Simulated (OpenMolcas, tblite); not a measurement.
SiNH3 (SMILES N[SiH]): the dipole moment, rung by rung

SiNH3 has 5 atoms, charge 0, and is taken as a singlet. As SMILES, `N[SiH]`. The shape is that of a GFN2-xTB optimisation. This is one conformer, not always the lowest.

```xyz
5

N    -0.2987   -0.4693    0.1229
Si    0.0054    1.1950    0.3897
H     0.1891   -1.0675   -0.5292
H    -1.0095   -0.9776    0.6207
H     1.1137    1.3194   -0.6042
```

Quantity: the dipole moment, in D. The values are calculated.

```
        level             kind     program  value (D)
    IPEA1-xTB   semi-empirical      tblite       1.43
   UHF/STO-3G     Hartree–Fock  OpenMolcas       0.86
 SVWN5/STO-3G              LDA  OpenMolcas       1.92
   PBE/STO-3G              GGA  OpenMolcas       1.78
r2SCAN/STO-3G         meta-GGA  OpenMolcas       1.69
M06-2X/STO-3G  hybrid meta-GGA  OpenMolcas       1.41
  PBE0/STO-3G    global hybrid  OpenMolcas       1.58
```

The values span 0.86 to 1.92 D. All rows use very small basis sets, so even the best lies far from the true value. Magnitudes only: a small dipole may point the other way at some levels. Sets without polarisation functions give poor dipoles.
